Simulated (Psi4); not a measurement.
A run for Psi4: SAPT0/jun-cc-pV(D+d)Z on C10H22 (a complex).

```
memory 8100 MB

molecule dimer {
0 1
C     0.77033139   -1.07679545   -4.01565432
H     0.82397339   -1.17679445   -5.10140532
H     1.46181939   -1.79891245   -3.58367132
C     1.08730439    0.37020955   -3.60372932
H     1.80855939    0.83540155   -4.27293832
H     1.52598739    0.38508155   -2.60630732
C    -0.27414161    1.11094655   -3.60041432
H    -0.28766061    1.94611955   -4.29806832
H    -0.47838661    1.52225255   -2.61240732
C    -1.32829661    0.04906855   -3.96408232
H    -1.50314361    0.05049955   -5.04139632
H    -2.28631661    0.22329755   -3.47623332
C    -0.67646261   -1.27481145   -3.56708432
H    -1.15402161   -2.14237045   -4.02039832
H    -0.71560161   -1.40002645   -2.48317132
--
0 1
C     0.08122939    0.15819055    3.64404668
C    -0.01511561    0.00610455    5.15968768
H     0.97743139   -0.00936145    5.61204468
H    -0.57403961    0.83398955    5.59812268
H    -0.52227961   -0.92256145    5.42503668
C     0.79528239    1.46509555    3.30842168
H     0.87680139    1.59859455    2.22873968
H     0.25180939    2.31978455    3.71392368
H     1.80288639    1.47574655    3.72665468
C    -1.32378261    0.17801555    3.04672768
H    -1.28685161    0.29520555    1.96287868
H    -1.90608261    1.00543855    3.45507368
H    -1.85368561   -0.74977145    3.26805668
C     0.86912839   -1.01529445    3.06670868
H     0.37390839   -1.96228445    3.28695168
H     0.96397139   -0.92811145    1.98357368
H     1.87384639   -1.05269845    3.49045768
units angstrom
symmetry c1
no_reorient
no_com
}

set {
  basis jun-cc-pV(D+d)Z
  scf_type df
  freeze_core true
}

energy('sapt0')
```

Program output:

```
[...]
==> Input File <==

--------------------------------------------------------------------------
memory 8100 MB

molecule dimer {
0 1
C     0.77033139   -1.07679545   -4.01565432
H     0.82397339   -1.17679445   -5.10140532
H     1.46181939   -1.79891245   -3.58367132
C     1.08730439    0.37020955   -3.60372932
H     1.80855939    0.83540155   -4.27293832
H     1.52598739    0.38508155   -2.60630732
C    -0.27414161    1.11094655   -3.60041432
H    -0.28766061    1.94611955   -4.29806832
H    -0.47838661    1.52225255   -2.61240732
C    -1.32829661    0.04906855   -3.96408232
H    -1.50314361    0.05049955   -5.04139632
H    -2.28631661    0.22329755   -3.47623332
C    -0.67646261   -1.27481145   -3.56708432
H    -1.15402161   -2.14237045   -4.02039832
H    -0.71560161   -1.40002645   -2.48317132
--
0 1
C     0.08122939    0.15819055    3.64404668
C    -0.01511561    0.00610455    5.15968768
H     0.97743139   -0.00936145    5.61204468
H    -0.57403961    0.83398955    5.59812268
H    -0.52227961   -0.92256145    5.42503668
C     0.79528239    1.46509555    3.30842168
H     0.87680139    1.59859455    2.22873968
H     0.25180939    2.31978455    3.71392368
H     1.80288639    1.47574655    3.72665468
C    -1.32378261    0.17801555    3.04672768
H    -1.28685161    0.29520555    1.96287868
H    -1.90608261    1.00543855    3.45507368
H    -1.85368561   -0.74977145    3.26805668
C     0.86912839   -1.01529445    3.06670868
H     0.37390839   -1.96228445    3.28695168
H     0.96397139   -0.92811145    1.98357368
H     1.87384639   -1.05269845    3.49045768
units angstrom
symmetry c1
no_reorient
no_com
}

set {
  basis jun-cc-pV(D+d)Z
  scf_type df
  freeze_core true
}

energy('sapt0')
--------------------------------------------------------------------------


   => Loading Basis Set <=

    Name: JUN-CC-PV(D+D)Z
    Role: ORBITAL
    Keyword: BASIS
    atoms 1, 4, 7, 10, 13, 16-17, 21, 25, 29                      entry C          line   188 file jun-cc-pv_dpd_z.gbs
    atoms 2-3, 5-6, 8-9, 11-12, 14-15, 18-20, 22-24, 26-28, 30-32 entry H          line    60 file jun-cc-pv_dpd_z.gbs

   => Loading Basis Set <=

    Name: JUN-CC-PV(D+D)Z
    Role: ORBITAL
    Keyword: BASIS
    atoms 1, 4, 7, 10, 13, 16-17, 21, 25, 29                      entry C          line   188 file jun-cc-pv_dpd_z.gbs
    atoms 2-3, 5-6, 8-9, 11-12, 14-15, 18-20, 22-24, 26-28, 30-32 entry H          line    60 file jun-cc-pv_dpd_z.gbs


  //>>>>>>>>>>>>>>>>>>>>>>>>>>>>>>>>>>>//
  //              Dimer HF             //
  //<<<<<<<<<<<<<<<<<<<<<<<<<<<<<<<<<<<//

   => Libint2 <=

    Primary   basis highest AM E, G, H:  7, 6, 3
    Auxiliary basis highest AM E, G, H:  7, 7, 4
    Onebody   basis highest AM E, G, H:  -, -, -
    Solid Harmonics ordering:            Gaussian


   => Loading Basis Set <=

    Name: JUN-CC-PV(D+D)Z
    Role: ORBITAL
    Keyword: BASIS
    atoms 1, 4, 7, 10, 13, 16-17, 21, 25, 29                      entry C          line   188 file jun-cc-pv_dpd_z.gbs
    atoms 2-3, 5-6, 8-9, 11-12, 14-15, 18-20, 22-24, 26-28, 30-32 entry H          line    60 file jun-cc-pv_dpd_z.gbs


         ---------------------------------------------------------
                                   SCF
               by Justin Turney, Rob Parrish, Andy Simmonett
                          and Daniel G. A. Smith
                              RHF Reference
                        4 Threads,   7724 MiB Core
         ---------------------------------------------------------

  ==> Geometry <==

    Molecular point group: c1
    Full point group: C1

    Geometry (in Angstrom), charge = 0, multiplicity = 1:

       Center              X                  Y                   Z               Mass
    ------------   -----------------  -----------------  -----------------  -----------------
         C            0.770331390000    -1.076795450000    -4.015654320000    12.000000000000
         H            0.823973390000    -1.176794450000    -5.101405320000     1.007825032230
         H            1.461819390000    -1.798912450000    -3.583671320000     1.007825032230
         C            1.087304390000     0.370209550000    -3.603729320000    12.000000000000
         H            1.808559390000     0.835401550000    -4.272938320000     1.007825032230
         H            1.525987390000     0.385081550000    -2.606307320000     1.007825032230
         C           -0.274141610000     1.110946550000    -3.600414320000    12.000000000000
         H           -0.287660610000     1.946119550000    -4.298068320000     1.007825032230
         H           -0.478386610000     1.522252550000    -2.612407320000     1.007825032230
         C           -1.328296610000     0.049068550000    -3.964082320000    12.000000000000
         H           -1.503143610000     0.050499550000    -5.041396320000     1.007825032230
         H           -2.286316610000     0.223297550000    -3.476233320000     1.007825032230
         C           -0.676462610000    -1.27481
[...]
21792   275A      4.315054   276A      4.531856
     277A      4.754106   278A      4.756470   279A      4.811508
     280A      4.942750   281A      5.052109   282A      5.094774
     283A      5.125174   284A      5.185533   285A      5.210560
     286A     18.214960   287A     18.337077   288A     18.339441
     289A     18.589319   290A     18.647898

    Final Occupation by Irrep:
              A
    DOCC [    21 ]
    NA   [    21 ]
    NB   [    21 ]

  @DF-RHF Final Energy:  -196.34891262881757

   => Energetics <=

    Nuclear Repulsion Energy =            199.3448192249554722
    One-Electron Energy =                -658.3219895094410958
    Two-Electron Energy =                 262.6282576556680510
    Total Energy =                       -196.3489126288175726

Computation Completed


Properties will be evaluated at   0.000000,   0.000000,   0.000000 [a0]

Properties computed using the SCF density matrix


 Multipole Moments:

 ------------------------------------------------------------------------------------
     Multipole            Electronic (a.u.)      Nuclear  (a.u.)        Total (a.u.)
 ------------------------------------------------------------------------------------

 L = 1.  Multiply by 2.5417464519 to convert [e a0] to [Debye]
 Dipole X            :         -6.4592375            6.4594002            0.0001627
 Dipole Y            :        -12.5789779           12.5792286            0.0002507
 Dipole Z            :       -289.3279166          289.3266480           -0.0012686
 Magnitude           :                                                    0.0013034

 ------------------------------------------------------------------------------------

  Constructing Basis Sets for SAPT...

   => Loading Basis Set <=

    Name: (JUN-CC-PV(D+D)Z AUX)
    Role: RIFIT
    Keyword: DF_BASIS_SAPT
    atoms 1, 4, 7, 10, 13, 16-17, 21, 25, 29                      entry C          line   100 file jun-cc-pvdz-ri.gbs
    atoms 2-3, 5-6, 8-9, 11-12, 14-15, 18-20, 22-24, 26-28, 30-32 entry H          line    30 file jun-cc-pvdz-ri.gbs

   => Loading Basis Set <=

    Name: (JUN-CC-PV(D+D)Z AUX)
    Role: JKFIT
    Keyword: DF_BASIS_ELST
    atoms 1, 4, 7, 10, 13, 16-17, 21, 25, 29                      entry C          line   146 file jun-cc-pvdz-jkfit.gbs
    atoms 2-3, 5-6, 8-9, 11-12, 14-15, 18-20, 22-24, 26-28, 30-32 entry H          line    70 file jun-cc-pvdz-jkfit.gbs


  //>>>>>>>>>>>>>>>>>>>>>>>>>>>>>>>>>>>//
  //               SAPT0               //
  //<<<<<<<<<<<<<<<<<<<<<<<<<<<<<<<<<<<//



        SAPT0
    Ed Hohenstein
     6 June 2009

      Orbital Information
  --------------------------
    NSO        =       290
    NMO        =       290
    NRI        =       958
    NRI (Elst) =      1296
    NOCC A     =        20
    NOCC B     =        21
    FOCC A     =         5
    FOCC B     =         5
    NVIR A     =       270
    NVIR B     =       269

    Elst10,r            =     0.000009489222 [Eh]
    Exch10              =     0.000001038682 [Eh]
    Exch10 (S^2)        =     0.000001038679 [Eh]

    Maxiter = 50
    CPHF R converge = 1.000000E-08

    Iter     Energy [mEh]          dE [mEh]         Residual      Time [s]
       1      -0.00019282       0.000192820     9.477804e-05             0
       2      -0.00019544       0.000002618     3.243788e-05             1
       3      -0.00021098       0.000015544     8.225895e-06             1
       4      -0.00021181       0.000000828     2.082751e-06             1
       5      -0.00021127      -0.000000538     4.254605e-07             1
       6      -0.00021127      -0.000000004     1.196301e-07             1
       7      -0.00021128       0.000000014     2.945686e-08             2
       8      -0.00021128       0.000000001     6.211203e-09             2

    CHF Iterations converged

    Maxiter = 50
    CPHF R converge = 1.000000E-08

    Iter     Energy [mEh]          dE [mEh]         Residual      Time [s]
       1      -0.00021760       0.000217596     8.987837e-05             0
       2      -0.00023267       0.000015077     3.553163e-05             0
       3      -0.00024859       0.000015919     7.657517e-06             0
       4      -0.00024918       0.000000592     1.798000e-06             1
       5      -0.00024868      -0.000000502     4.133655e-07             1
       6      -0.00024867      -0.000000016     1.225186e-07             1
       7      -0.00024869       0.000000021     2.787341e-08             1
       8      -0.00024869      -0.000000001     5.613761e-09             1

    CHF Iterations converged

    Ind20,r (A<-B)      =    -0.000000211284 [Eh]
    Ind20,r (B<-A)      =    -0.000000248686 [Eh]
    Ind20,r             =    -0.000000459970 [Eh]
    Exch-Ind20,r (A<-B) =     0.000000023311 [Eh]
    Exch-Ind20,r (B<-A) =     0.000000034067 [Eh]
    Exch-Ind20,r        =     0.000000057377 [Eh]
    Disp20              =    -0.000285109103 [Eh]
    Disp20 (SS)         =    -0.000142554552 [Eh]
    Disp20 (OS)         =    -0.000142554552 [Eh]
    Exch-Disp20         =     0.000000183043 [Eh]
    Exch-Disp20 (SS)    =     0.000000127865 [Eh]
    Exch-Disp20 (OS)    =     0.000000055178 [Eh]

    SAPT Results
  --------------------------------------------------------------------------------------------------------
    Electrostatics                  0.00948922 [mEh]       0.00595458 [kcal/mol]       0.02491395 [kJ/mol]
      Elst10,r                      0.00948922 [mEh]       0.00595458 [kcal/mol]       0.02491395 [kJ/mol]

    Exchange                        0.00103868 [mEh]       0.00065178 [kcal/mol]       0.00272706 [kJ/mol]
      Exch10                        0.00103868 [mEh]       0.00065178 [kcal/mol]       0.00272706 [kJ/mol]
      Exch10(S^2)                   0.00103868 [mEh]       0.00065178 [kcal/mol]       0.00272705 [kJ/mol]

    Induction                      -0.00045770 [mEh]      -0.00028721 [kcal/mol]      -0.00120170 [kJ/mol]
      Ind20,r                      -0.00045997 [mEh]      -0.00028864 [kcal/mol]      -0.00120765 [kJ/mol]
      Exch-Ind20,r                  0.00005738 [mEh]       0.00003600 [kcal/mol]       0.00015064 [kJ/mol]
      delta HF,r (2)               -0.00005511 [mEh]      -0.00003458 [kcal/mol]      -0.00014469 [kJ/mol]

    Dispersion                     -0.28492606 [mEh]      -0.17879380 [kcal/mol]      -0.74807327 [kJ/mol]
      Disp20                       -0.28510910 [mEh]      -0.17890866 [kcal/mol]      -0.74855385 [kJ/mol]
      Exch-Disp20                   0.00018304 [mEh]       0.00011486 [kcal/mol]       0.00048058 [kJ/mol]
      Disp20 (SS)                  -0.14255455 [mEh]      -0.08945433 [kcal/mol]      -0.37427692 [kJ/mol]
      Disp20 (OS)                  -0.14255455 [mEh]      -0.08945433 [kcal/mol]      -0.37427692 [kJ/mol]
      Exch-Disp20 (SS)              0.00012786 [mEh]       0.00008024 [kcal/mol]       0.00033571 [kJ/mol]
      Exch-Disp20 (OS)              0.00005518 [mEh]       0.00003462 [kcal/mol]       0.00014487 [kJ/mol]

  Total HF                          0.01007020 [mEh]       0.00631915 [kcal/mol]       0.02643931 [kJ/mol]
  Total SAPT0                      -0.27485586 [mEh]      -0.17247466 [kcal/mol]      -0.72163396 [kJ/mol]

  Special recipe for scaled SAPT0 (see Manual):
    Electrostatics sSAPT0           0.00948922 [mEh]       0.00595458 [kcal/mol]       0.02491395 [kJ/mol]
    Exchange sSAPT0                 0.00103868 [mEh]       0.00065178 [kcal/mol]       0.00272706 [kJ/mol]
    Induction sSAPT0               -0.00045770 [mEh]      -0.00028721 [kcal/mol]      -0.00120170 [kJ/mol]
    Dispersion sSAPT0              -0.28492606 [mEh]      -0.17879380 [kcal/mol]      -0.74807327 [kJ/mol]
  Total sSAPT0                     -0.27485586 [mEh]      -0.17247466 [kcal/mol]      -0.72163396 [kJ/mol]
  --------------------------------------------------------------------------------------------------------



*** Psi4 exiting successfully. Buy a developer a beer!
```

The run finished.

Cost: very roughly 80 core-seconds.
